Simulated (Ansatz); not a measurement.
A made-up structure of CH₂NSi, doublet:

C1  (0.214, -0.497, 0.384)
Si2  (0.456, 0.624, -0.579)
N3  (-0.521, -0.796, -0.696)
H4  (0.336, -0.967, 1.191)
H5  (-0.485, 1.636, -0.300)
(Å)

It is relaxed with PBE-D4/def2-SVP and then PBE0-D4/def2-TZVP (Ansatz 0.2.0). Atoms count as bonded within 1.22 times the sum of their covalent radii (H–H: 0.88 Å). The end point is not checked to be a true minimum.

Task: Does its bonding change? (Judge from chemistry; the calculation decides.)

Result: By the calculation: No: no bond forms or breaks.

Where it ends: The first stage lowers the energy by 3.06 eV in 10 steps. It ends as CH₂NSi ([CH]1[N][SiH]1):
```
5
angstrom
C 0.2308 -0.6350 0.4450
Si 0.3853 0.7806 -0.6359
N -0.4620 -0.8148 -0.6087
H 0.3805 -1.2899 1.3047
H -0.5346 1.9592 -0.5051
```

Labels in which every atom is bracketed show which atoms are joined, not bond orders.

For scale, one of the runs: PBE0-D4/def2-TZVP relaxation, 111 basis functions, launched by `ansatz run in.yaml --threads 2 --pin off --events-out ev --progress --plain --max-ram 4352MiB`. Hardware: 2 CPU threads of an AMD EPYC 7B13, shared host. Wall time about 18 s.
